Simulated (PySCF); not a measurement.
Saddle point of AlNH6S, singlet (AlH₃S ([AlH2][SH]) + NH₃ → AlNH₄ ([NH2][AlH2]) + H₂S (still joined by a long Al–S bond); bonds formed: S2–H5; dative contacts that become bonds: Al1–N6; bonds broken: H5–N6; bonds weakened to dative contacts: Al1–S2), PBE0-D4/def2-TZVP structure:

Al1  (-0.795, -0.120, -0.637)
S2  (1.014, 1.637, -0.446)
H3  (-0.340, -1.013, -1.869)
H4  (-2.140, 0.720, -0.578)
H5  (0.826, 0.663, 0.614)
N6  (-0.152, -0.674, 1.016)
H7  (1.936, 0.874, -1.057)
H8  (0.356, -1.544, 1.105)
H9  (-0.705, -0.542, 1.852)
(Å)

Energies are electronic, without zero-point energy. Barriers and step energies count from the start structure reached by relaxing down the imaginary mode; all methods use the PBE0-D4 structures, on which another method's saddle can fall below an end. PySCF 2.14 with density fitting (its default auxiliary sets; JK sets also for MP2 and CCSD(T)); basis: def2-TZVPP, with def2-QZVPP for the basis limit; cores frozen in the correlated methods. B3LYP uses VWN-RPA correlation. Extrapolation: Hartree–Fock as exp(−7.88 √X), correlation as X^−2.97.

```json
{"method": "SPW92", "barrier (kcal/mol)": "22.96", "step energy (kcal/mol)": "25.80"}
{"method": "PBE-D4", "barrier (kcal/mol)": "25.56", "step energy (kcal/mol)": "25.27"}
{"method": "r2SCAN-D4", "barrier (kcal/mol)": "?", "step energy (kcal/mol)": "26.41"}
{"method": "PBE0-D4", "barrier (kcal/mol)": "29.19", "step energy (kcal/mol)": "26.87"}
{"method": "B3LYP-D4", "barrier (kcal/mol)": "?", "step energy (kcal/mol)": "24.72"}
{"method": "BHLYP-D4", "barrier (kcal/mol)": "32.87", "step energy (kcal/mol)": "26.31"}
{"method": "wB97M-V", "barrier (kcal/mol)": "?", "step energy (kcal/mol)": "25.64"}
{"method": "HF", "barrier (kcal/mol)": "39.97", "step energy (kcal/mol)": "27.52"}
{"method": "MP2", "barrier (kcal/mol)": "30.63", "step energy (kcal/mol)": "26.62"}
{"method": "CCSD", "barrier (kcal/mol)": "32.88", "step energy (kcal/mol)": "26.28"}
{"method": "CCSD(T)", "barrier (kcal/mol)": "31.37", "step energy (kcal/mol)": "26.22"}
```

(1) Fill in the withheld barriers. (An estimate is asked for; the value comes from the calculation.)

The T1 diagnostic stays at or below 0.011.

## Answers

(1) Computed: wB97M-V 30.71; r2SCAN-D4 28.18; B3LYP-D4 28.77 kcal/mol. Each is the energy of the saddle less that of the start structure, by the same method.

For comparison, the barrier by CCSD(T) at an estimated basis limit (MP2 extrapolated from triple and quadruple zeta, plus CCSD(T) − MP2 in triple zeta) is 31.41 kcal/mol.

Labels in which every atom is bracketed show which atoms are joined, not bond orders.

For scale, one of the runs: CCSD(T)/def2-TZVPP, 199 basis functions, launched by `OMP_NUM_THREADS=4 python run.py`. Hardware: 4 CPU threads of an Arm Neoverse V1, shared host. Wall time 5 min; peak host memory 2.1 GiB.
